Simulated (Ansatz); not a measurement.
We consider B20 (FeSi-type) FeSi, described by PBEsol-D3(BJ) in Ansatz (PAW).

Numerical settings: plane-wave cutoff 520 eV, 8×8×8 k mesh, Fermi–Dirac smearing 0.01 eV, no spin polarisation, scalar-relativistic PAW data made under PBE.

Shape and atoms are relaxed at each volume.

Pressure at four volumes; x = ln(V/10.390 Å³). One pressure is withheld.

```json
[
 {"V (Å³/atom)": "9.975", "x": "-0.0408", "P (GPa)": "?"},
 {"V (Å³/atom)": "10.182", "x": "-0.0202", "P (GPa)": "5.44"},
 {"V (Å³/atom)": "10.390", "x": "0.0000", "P (GPa)": "0.00"},
 {"V (Å³/atom)": "10.806", "x": "0.0393", "P (GPa)": "-9.18"}
]
```

Pass a parabola P(x) through the three rows shown, estimate the bulk modulus and its pressure derivative near zero pressure, and predict the withheld pressure.

Slopes between the rows: (0.00 − (5.44))/(0.0000 − (-0.0202)) = -269.31 and (-9.18 − (0.00))/(0.0393 − (0.0000)) = -233.59 GPa. Their difference over the span 0.0595 is c = 35.72/0.0595 = 600.3 GPa, so P(x) = 5.44 + (-269.31)(x − (-0.0202)) + 600.3 (x − (-0.0202))(x − (0.0000)). At the middle row B = −dP/dx = −[-269.31 + 600.3 × 0.0202] = 257.2 GPa, and B′ = dB/dP = 2c/B = 4.7. At x = -0.0408 the parabola gives 11.49 GPa; the run gives 11.52 GPa. The Birch–Murnaghan fit to the energies at all volumes has B0 = 257 GPa and B′ = 4.6.

Measured, for comparison: bulk modulus 178 GPa (room temperature, not corrected to a static lattice, our sources range from 169 to 185; as tabulated in Study of the compressibility of FeSi, MnSi, and CoS2 (JETP Letters), abstract). Computed (rounded) less measured: bulk modulus +44 % (+39 % to +52 % over the range).

Note: the bulk modulus comes from volumes at which shape and atoms were relaxed.

Ansatz is a first-principles code.
